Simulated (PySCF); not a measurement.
# Match the barriers

Saddle point of BSiH₇O, closed shell (BH₃O ([BH2][OH]) + SiH₄ → BSiH₅ ([BH2][SiH3]) + H₂O (still joined by a long B–O bond); bonds formed: B1–Si6, O2–H5; bonds broken: H5–Si6; bonds weakened to dative contacts: B1–O2), PBE0-D4/def2-TZVP structure:

```
10
angstrom
B -0.5192 0.0608 -0.8037
O 0.1396 1.4618 -1.1422
H -0.1223 -0.8280 -1.5050
H -1.6948 0.1713 -0.6071
H 0.3943 0.8427 -0.1030
Si 0.1730 -0.5599 1.1499
H 0.8735 1.3155 -1.7480
H 1.6178 -0.8868 1.3199
H -0.6026 -1.8266 1.1171
H -0.2593 0.2492 2.3221
```

Computed with PySCF 2.14 with density fitting (its default auxiliary sets; JK sets also for MP2 and CCSD(T)) (basis: def2-TZVPP, with def2-QZVPP for the basis limit); correlated methods freeze the cores. Extrapolation: Hartree–Fock as exp(−7.88 √X), correlation as X^−2.97. Four methods, as single points on the PBE0-D4 structures, gave these electronic barriers from the start structure: 1.265, 1.841, 2.195, 3.164 eV.

Task: The methods were, in alphabetical order, CCSD(T), HF, PBE0-D4, SPW92. Which gave which? (A judgement: the text doesn't fix the answer.)

Result: By the calculation: SPW92 1.265; PBE0-D4 1.841; CCSD(T) 2.195; HF 3.164 eV. For comparison, CCSD(T) at an estimated basis limit (MP2 extrapolated from triple and quadruple zeta, plus CCSD(T) − MP2 in triple zeta) gives 2.143 eV.

No T1 diagnostic of these runs exceeds 0.014. The start structure is not quite a true minimum (one mode of 42i cm⁻¹).

Labels in which every atom is bracketed show which atoms are joined, not bond orders.

For scale, one of the runs: CCSD(T)/def2-TZVPP, 202 basis functions, launched by `OMP_NUM_THREADS=4 python run.py`. The run took 7.9 min on 4 CPU threads of an Arm Neoverse N1 (shared host), with 2.3 GiB of host memory at its peak.
